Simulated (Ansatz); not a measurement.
# UMP2/STO-3G run of CH2F (SMILES [CH2]F)

Aim: the energy change on altering one bond length of CH2F at UMP2/STO-3G, from 2 runs. 

Program for the calculation: Ansatz 0.2.0.

47 further runs of the same task are left out: 47 set aside as unsound or not needed.

## 1. Starting point

CH2F: 4 atoms, total charge 0, spin state doublet. SMILES: `[CH2]F`. Geometry: relaxed at PBE0-D4/def2-TZVP.

Bond lengths: C1–F2 1.331 Å, C1–H3 1.082 Å, C1–H4 1.082 Å. Angles: F2–C1–H3 115.1°, F2–C1–H4 115.1°, H3–C1–H4 124.6°.

## 2. A single-point energy at UMP2/STO-3G

job.yaml

```yaml
crystal:
  periodic: [false, false, false]
  atoms:
    - {symbol: C, position_ang: [-0.030100, -0.057600, -0.131100]}
    - {symbol: F, position_ang: [0.950000, 0.694000, 0.364600]}
    - {symbol: H, position_ang: [-0.946900, 0.472300, -0.352500]}
    - {symbol: H, position_ang: [0.027000, -1.108700, 0.119000]}
basis:
  gaussian: {orbitals: STO-3G}
total_charge: 0
magnetization: {spin_polarized: true, initial_magnetization: 1}
correlation: {method: mp2, frozen_orbitals: {C: 1, F: 1, H: 0}}
accuracy: high
```

Command:

```bash
$ ansatz run job.yaml --threads 1 --pin off --max-ram 2610MiB --events-out events.jsonl --progress --plain --runs-dir runs
```

The log of the run:

```text
Warning: RAYON_NUM_THREADS=1 ignored (pool sized by the plan → 1); use --threads N
Functional definition: HF
  name "HF"
  exchange = exact_x
  correlation = 0
186 factors; integrals over basis functions are off by at most 1.3e-8 eV
mean field evaluation 1: about -3714.2220 eV, gradient 1.0e1 eV
mean field evaluation 2: about -3714.3009 eV, gradient 1.0e1 eV
mean field evaluation 4: about -3715.2202 eV, gradient 1.4e0 eV
mean field evaluation 8: about -3715.2614 eV, gradient 1.8e-2 eV
mean field -3715.26136689 eV, -136.5333369387 hartree, gradient 2.8e-8 eV, S^2 0.760846; 0 other end points of the search recorded, 0 dependent functions left out
2 core orbitals not correlated: weight in the atoms' cores, before any rotation towards them, 1.000 or more for the frozen orbitals, at most 0.000 for the correlated occupied ones
reference -3715.26136689 eV, -136.5333369387 hartree; 7, 6 occupied and 3, 4 virtual orbitals, 186 factors
second order -1.49569609 eV of doubles, -0.00000000 eV of singles
Total energy: -3716.75706298 eV, -136.5883027562 hartree
```

Run time: 0.06 s. Hardware: 1 thread of Arm Neoverse V2, shared host.

## 3. The distorted shape

molecule.yaml

```yaml
crystal:
  periodic: [false, false, false]
  atoms:
    - {symbol: C, position_ang: [-0.044373, 0.205135, -0.193616]}
    - {symbol: F, position_ang: [0.935727, 0.956735, 0.302084]}
    - {symbol: H, position_ang: [-0.961173, 0.735035, -0.415016]}
    - {symbol: H, position_ang: [0.027000, -1.108700, 0.119000]}
basis:
  gaussian: {orbitals: STO-3G}
magnetization: {spin_polarized: true, initial_magnetization: 1}
correlation: {method: mp2, frozen_orbitals: {C: 1, F: 1, H: 0}}
accuracy: high
```

Command:

```bash
$ ansatz run molecule.yaml --threads 1 --pin off --max-ram 2610MiB --events-out events.jsonl --progress --plain --runs-dir runs
```

The log of the run:

```text
Warning: RAYON_NUM_THREADS=1 ignored (pool sized by the plan → 1); use --threads N
Functional definition: HF
  name "HF"
  exchange = exact_x
  correlation = 0
186 factors; integrals over basis functions are off by at most 1.4e-8 eV
mean field evaluation 1: about -3713.0225 eV, gradient 1.1e1 eV
mean field evaluation 2: about -3713.0961 eV, gradient 1.1e1 eV
mean field evaluation 4: about -3714.1152 eV, gradient 1.6e0 eV
mean field evaluation 8: about -3714.1833 eV, gradient 5.6e-2 eV
mean field -3714.18123240 eV, -136.4936427284 hartree, gradient 2.9e-8 eV, S^2 0.773498; 0 other end points of the search recorded, 0 dependent functions left out
2 core orbitals not correlated: weight in the atoms' cores, before any rotation towards them, 1.000 or more for the frozen orbitals, at most 0.000 for the correlated occupied ones
reference -3714.18123240 eV, -136.4936427284 hartree; 7, 6 occupied and 3, 4 virtual orbitals, 186 factors
second order -1.68667517 eV of doubles, -0.00000000 eV of singles
Total energy: -3715.86790757 eV, -136.5556268975 hartree
```

Run time: 0.06 s. Hardware: 1 thread of Arm Neoverse V2, shared host.

## 4. What came out

Level: UMP2/STO-3G, 2 core orbitals frozen.

| quantity | value |
| --- | --- |
| first shape: total energy | -136.58830 Eh |
| first shape: correlation energy (2 core orbitals frozen) | -55.0 mEh |
| first shape: ⟨S²⟩ of the reference determinant | 0.761 |
| distorted shape: total energy | -136.55563 Eh |
| distorted shape: correlation energy (2 core orbitals frozen) | -62.0 mEh |
| distorted shape: ⟨S²⟩ of the reference determinant | 0.773 |
| energy change with the C1–H4 bond stretched from 1.082 to 1.352 Å | 0.889 eV |

In words: With the C1–H4 bond stretched from 1.082 to 1.352 Å the energy rises by 0.89 eV (20.5 kcal/mol). The first shape isn't relaxed at this level, so the change isn't measured from a minimum. The minimal basis adds a large error of its own.
